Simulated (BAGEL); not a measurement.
**A workflow on N2H4 (SMILES NN)**

Wanted: a single-point energy (HF/6-31G*), then a single-point energy (NEVPT2(2,2)/6-31G*), then a single-point energy (CASPT2(2,2)/6-31G*) of N2H4. 

Program for the calculation: BAGEL 1.2.2.

### Step 1. The molecule

N2H4 has 6 atoms, charge 0, and is taken as a singlet. SMILES: `NN`. One bond was lengthened or shortened from a relaxed shape.

Bond lengths: N1–N2 1.203 Å, N1–H3 1.014 Å, N1–H4 1.011 Å, N2–H5 1.014 Å, N2–H6 1.011 Å. Angles: N1–N2–H5 112.7°, N1–N2–H6 108.2°, N2–N1–H3 112.7°, N2–N1–H4 108.2°, H5–N2–H6 108.3°, H3–N1–H4 108.3°.

### Step 2. The energy at HF/6-31G(d) (density fitting with svp-jkfit, spherical functions) (run 1)

calc.json reads:

```json
{ "bagel": [

{
  "title": "molecule",
  "basis": "6-31gs.json",
  "df_basis": "svp-jkfit",
  "angstrom": true,
  "geometry": [
    { "atom": "N", "xyz": [      -0.047755,      -0.508908,       0.180003 ] },
    { "atom": "N", "xyz": [       0.447300,       0.583800,       0.089900 ] },
    { "atom": "H", "xyz": [      -0.988855,      -0.544808,      -0.196397 ] },
    { "atom": "H", "xyz": [       0.526045,      -1.159408,      -0.338597 ] },
    { "atom": "H", "xyz": [       0.103900,       1.104700,      -0.709700 ] },
    { "atom": "H", "xyz": [       0.221500,       1.102900,       0.927100 ] }
  ]
},

{ "title": "hf" },

{ "title": "print", "file": "orbitals.molden", "orbitals": true }

]}
```

The basis set 6-31G* is read from a file made from the Basis Set Exchange's data (not shown).

Started as:

```bash
BAGEL_NUM_THREADS=1 BAGEL calc.json > calc.out
```

Standard output:

```text
* using 1 threads per process

  ===============================================================
  ===============================================================

  *** Geometry ***

  { "atom" : "N", "xyz" : [     -0.090244,     -0.961697,      0.340156 ] },
  { "atom" : "N", "xyz" : [      0.845274,      1.103222,      0.169886 ] },
  { "atom" : "H", "xyz" : [     -1.868665,     -1.029538,     -0.371137 ] },
  { "atom" : "H", "xyz" : [      0.994081,     -2.190964,     -0.639856 ] },
  { "atom" : "H", "xyz" : [      0.196343,      2.087580,     -1.341139 ] },
  { "atom" : "H", "xyz" : [      0.418574,      2.084179,      1.751965 ] },

  Number of auxiliary basis functions:      226

  Since a DF basis is specified, we compute 2- and 3-index integrals:
    o Being stored without compression. Storage requirement is 0.002 GB

  Number of basis functions:       36
  Number of electrons      :       18

    * METHOD: MOLECULE                             0.04

  *** RHF ***

  === Nuclear Repulsion ===
    45.8798749168

      * DIIS with orbital gradients will be used.

  === RHF iteration (6-31gs.json) ===
      0       -110.95524644          0.04182675           0.00
      1       -111.07398601          0.02224385           0.00
      2       -111.11672273          0.00263565           0.00
[... 8 lines of this table left out ...]
     11       -111.11747193          0.00000001           0.00
    * SCF iteration converged.

    * Permanent dipole moment:
           (    0.583610,    -0.220369,     0.534325) a.u.

    * METHOD: HF                                   0.06

    * METHOD: PRINT                                0.00

  ===============================================================
```

Wall time 0.25 s (1 thread of Arm Neoverse V1, shared host).

### Step 3. A single-point energy at NEVPT2(2,2)/6-31G(d) (density fitting with svp-jkfit, spherical functions) (run 2)

input.json reads:

```json
{ "bagel" : [

{
  "title" : "molecule",
  "basis" : "6-31gs.json",
  "df_basis" : "svp-jkfit",
  "angstrom" : true,
  "geometry" : [
    { "atom" : "N", "xyz" : [      -0.047755,      -0.508908,       0.180003 ] },
    { "atom" : "N", "xyz" : [       0.447300,       0.583800,       0.089900 ] },
    { "atom" : "H", "xyz" : [      -0.988855,      -0.544808,      -0.196397 ] },
    { "atom" : "H", "xyz" : [       0.526045,      -1.159408,      -0.338597 ] },
    { "atom" : "H", "xyz" : [       0.103900,       1.104700,      -0.709700 ] },
    { "atom" : "H", "xyz" : [       0.221500,       1.102900,       0.927100 ] }
  ]
},

{ "title" : "hf" },

{ "title" : "casscf", "nstate" : 1, "nact" : 2, "nclosed" : 8, "active" : [3, 14], "maxiter" : 200, "natocc" : true },

{ "title" : "nevpt2", "nstate" : 1, "nact" : 2, "nclosed" : 8, "active" : [3, 14], "maxiter" : 200, "natocc" : true, "ncore" : 2 },

{ "title" : "print", "file" : "orbitals.molden", "orbitals" : true }

]}
```

The basis set 6-31G* is read from a file made from the Basis Set Exchange's data (not shown).

Started as:

```bash
BAGEL_NUM_THREADS=1 BAGEL input.json > input.out
```

Standard output:

```text
* using 1 threads per process

  ===============================================================
  ===============================================================

  *** Geometry ***

[... 30 lines left out ...]
    * SCF iteration converged.
[... 1 line left out ...]
    * Permanent dipole moment:
[... 27 lines left out ...]
    * Second-order optimization converged. *
[... 9 lines left out ...]
     * ci vector, state   0, <S^2> = 0.0000
[... 3 lines left out ...]
    * METHOD: CASSCF                               0.17

    * freezing 2 orbitals

  === DF-NEVPT2 calculation ===

    * 3-index integral transformation done
    * assembly done

      NEVPT2 correlation energy:   -0.3012728414      0.02

          (+0)     -0.2064338495
          (+0)'    -0.0367072141
          (+1)     -0.0081144805
          (+1)'    -0.0000000000
          (+2)     -0.0006417267
          (-1)     -0.0434217506
          (-1)'     0.0000000000
          (-2)     -0.0059538200

      NEVPT2 total energy:       -111.4326372133

    * METHOD: NEVPT2                               0.03

    * METHOD: PRINT                                0.00

  ===============================================================
```

Wall time 0.42 s (1 thread of Arm Neoverse V1, shared host).

### Step 4. A single-point energy at CASPT2(2,2)/6-31G(d) (density fitting with svp-jkfit, spherical functions) (run 3)

calc.json reads:

```json
{ "bagel" : [

{
  "title" : "molecule",
  "basis" : "6-31gs.json",
  "df_basis" : "svp-jkfit",
  "angstrom" : "true",
  "geometry" : [
    { "atom" : "N", "xyz" : [      -0.047755,      -0.508908,       0.180003 ] },
    { "atom" : "N", "xyz" : [       0.447300,       0.583800,       0.089900 ] },
    { "atom" : "H", "xyz" : [      -0.988855,      -0.544808,      -0.196397 ] },
    { "atom" : "H", "xyz" : [       0.526045,      -1.159408,      -0.338597 ] },
    { "atom" : "H", "xyz" : [       0.103900,       1.104700,      -0.709700 ] },
    { "atom" : "H", "xyz" : [       0.221500,       1.102900,       0.927100 ] }
  ]
},

{
  "title" : "hf"
},

{
  "title" : "casscf",
  "nstate" : 1,
  "nact" : 2,
  "nclosed" : 8,
  "active" : [3, 14],
  "maxiter" : 200,
  "natocc" : "true"
},

{
  "title" : "print",
  "file" : "orbitals.molden",
  "orbitals" : "true"
},

{
  "title" : "smith",
  "method" : "caspt2",
  "ms" : "true",
  "xms" : "true",
  "sssr" : "true",
  "shift" : 0.2,
  "shift_imag" : "true",
  "ncore" : 2
}

]}
```

The basis set 6-31G* is read from a file made from the Basis Set Exchange's data (not shown).

Started as:

```bash
BAGEL_NUM_THREADS=1 BAGEL calc.json > calc.out
```

Standard output:

```text
* using 1 threads per process

  ===============================================================
  ===============================================================

  *** Geometry ***

[... 32 lines left out ...]
    * Permanent dipole moment:
[... 37 lines left out ...]
     * ci vector, state   0, <S^2> = 0.0000
[... 21 lines left out ...]
       #      aibj      arbs      arbi      airj      risj      airs      arst      rist         Etot      error   time
[... 10 lines left out ...]
      ------------------------------------------------------------------------------------------------------------------

    * CASPT2 energy : state  0     -111.4370056477
        w/o shift correction       -111.4359303571
        reference weight              0.9196280010

    * METHOD: SMITH                                0.09

  ===============================================================
```

It took 0.51 s on 1 thread of Arm Neoverse V1, shared host.

### Step 5. What came out

```
                               quantity          value
         run 1, HF/6-31G*: total energy  -111.11747 Eh
        run 1, HF/6-31G*: dipole moment         2.09 D
          run 1, HF/6-31G*: HOMO energy      -10.27 eV
          run 1, HF/6-31G*: LUMO energy        6.00 eV
        run 1, HF/6-31G*: HOMO–LUMO gap       16.27 eV
run 2, NEVPT2(2,2)/6-31G*: total energy  -111.43264 Eh
run 3, CASPT2(2,2)/6-31G*: total energy  -111.43701 Eh
```
